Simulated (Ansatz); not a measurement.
# BHO (singlet): wave-function methods side by side at distance B1–H3 = 0.932 Å, 6-31G

An exercise on one series of results from a longer session: the logs are not shown, and one member is left open.

Program: Ansatz 0.2.0, Gaussian basis. Level of theory: 6-31G, core rule «outside noble gas», up to 2 orbitals frozen. These are calculated values, not measurements.

Plan: UHF; CCSD(T) on RHF; BCCD(T) on RHF; CISD; CCSDT(Q) on RHF; CISDTQ; CCSDTQ on RHF; CASSCF and MRCISD+Q, 2 electrons in 2 orbitals; CASSCF and NEVPT2, 2 electrons in 2 orbitals; Full CI.

27 further runs of the same task are left out: 4 for a known fault of the program, 2 for a mislabelled method, 16 that didn't finish, 5 set aside as unsound or not needed.

### The geometry

The geometry derives from a PBE0/def2-TZVP stationary point (not a proven minimum). One bond is set to the value named and the two fragments are kept rigid.

3 atoms, charge 0, spin multiplicity 1.

Atoms are counted from 1 here; the program's logs count them from 0.

Bond lengths: B1–O2 1.198 Å, B1–H3 0.932 Å. Angles: O2–B1–H3 180.0°.

Set-up of the first run:

The input, in.yaml:

```yaml
crystal:
  periodic: [false, false, false]
  atoms:
    - {symbol: B, position_ang: [0.000000, 0.000000, 0.088654]}
    - {symbol: O, position_ang: [0.000000, 0.000000, -1.109307]}
    - {symbol: H, position_ang: [0.000000, 0.000000, 1.020654]}
basis:
  gaussian: {orbitals: 6-31G}
magnetization: {spin_polarized: true, initial_magnetization: 0}
hamiltonian: {xc: hf}
output: {orbitals: {seedname: orbitals}}
```

Command:

```console
$ ansatz run in.yaml --threads 1 --pin off --events-out ev --progress --plain --max-ram 2393MiB
```

Steps of the session up to this table: UHF; CCSD(T) on RHF; BCCD(T) on RHF; CISD; CCSDT(Q) on RHF; CISDTQ; CCSDTQ on RHF; CASSCF and MRCISD+Q, 2 electrons in 2 orbitals; CASSCF and NEVPT2, 2 electrons in 2 orbitals; Full CI.

One table of the session follows, with a row left open; its other results are not shown here.

It belongs to the step «Misses and costs». 

```
       method  from FCI (meV)
          RHF         +5360.0
         RMP2          +194.1
         CISD          +503.3
        RCCSD          +207.0
     RCCSD(T)           +30.9
      BCCD(T)           +28.5
       RCCSDT           +15.7
       CISDTQ               ?
    RCCSDT(Q)            -3.8
      RCCSDTQ            +0.3
  CASSCF pair         +4722.9
  NEVPT2 pair          +189.6
  MRCISD pair          +403.5
MRCISD+Q pair          +111.3
          FCI               0
```

**Question.** Estimate the row for CISDTQ.

The run gave: from FCI (meV): +28.9. In the column «from FCI (meV)» it lies between BCCD(T) (+28.5) and RCCSD(T) (+30.9).

To keep in mind: RCCSDT(Q) falls below full CI, which methods that aren't variational can do.
